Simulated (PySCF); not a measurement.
Bonds broken one at a time in the series acetyl-X. All species are isolated molecules in the gas phase. One relaxed conformer stands for each flexible species; it need not be the lowest. Strings in code marks are SMILES.

These are PBE-D3(BJ)/def2-TZVP (PySCF 2.14.0) values and carry that method's errors. All candidates: neutral, multiplicity 2. 

```yaml
highest_occupied_spin_orbital: -9.35 eV
dipole_moment: 1.13 D
```

### Question
Say which member has these values.
A. `[C]#N`
B. `[GeH3]`
C. `N#C[C]=O`
D. `CC(=O)[S]`

### Answer
A, `[C]#N`. The others give `CC(=O)[S]`: -6.40 eV, 2.72 D; `N#C[C]=O`: -5.83 eV, 1.15 D; `[GeH3]`: -5.23 eV, 0.05 D
